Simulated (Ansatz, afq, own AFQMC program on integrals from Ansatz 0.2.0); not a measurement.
# HClO, triplet: AFQMC among the cluster methods

| atom | x (Å) | y (Å) | z (Å) |
| --- | --- | --- | --- |
| Cl | 0.0000 | 0.0000 | -1.5063 |
| H | 0.0000 | 0.0000 | 0.1257 |
| O | 0.0000 | 0.0000 | 1.3807 |

Connectivity, by distances: ClH ··· O.

Basis cc-pVTZ. Noble-gas cores (and the filled d shells of Ga–Kr and In–Xe) are frozen. Ansatz 0.2.0 and our own AFQMC program on the same integrals; the CISD trial comes from CCSD amplitudes, and released means the phaseless constraint is let go. Uncertainties: one standard error, sampling alone.

Determinant: UHF, the one that the program's search chose, which needn't be the lowest solution. The geometry is a point of a scan.

No full CI on the walks' own integrals is used here; CCSDT(Q) serves as the reference and is uncertain by about the last step of the cluster series.

Cautions: lower spins were not checked; the search met a lower determinant of the same kind, perhaps of another symmetry (116 meV lower); unrestricted determinant spin contaminated (⟨S²⟩ 2.12 against 2.00); the released energies have errors that jump between times, so the bars are unsure, so no released level is given (meV from the phaseless value at times in 1/Eh: -21 ± 4 at 0.24, 3 ± 34 at 0.51, -61 ± 11 at 0.99, -57 ± 8 at 1.62, -86 ± 12 at 2.40), though the last usable value meets CCSDT(Q) within the noise.

* T1 diagnostic: 0.0244
* weight of the determinant in the CISD state: 0.859
* ⟨S²⟩ of the determinant: 2.116
* size of the correlated space: 14 electrons in 72 orbitals

| level | correlation energy (eV) |
| --- | --- |
| MP2 | -9.8900 |
| CCSD | -11.0369 |
| CCSD(T) | -11.4211 |

(1) Estimate where phaseless AFQMC with the Hartree–Fock trial lies against CCSD(T) on the same integrals.

(1) 4.37 ± 1.03 mEh above CCSD(T).

Reference: CCSDT(Q), correlation energy -11.478 eV.

```csv
level,E − E(reference) (mEh),share of correlation (%)
CCSD(T),2.08,99.51
CCSDT,0.73,99.83
ph-AFQMC/HF,6.45 ± 1.03,98.47
ph-AFQMC/CISD,2.05 ± 0.19,99.51
```

A walk keeps the symmetry of its determinant, which the program's search chose and which needn't be the lowest solution, so a lower state of the same spin and another symmetry isn't excluded.
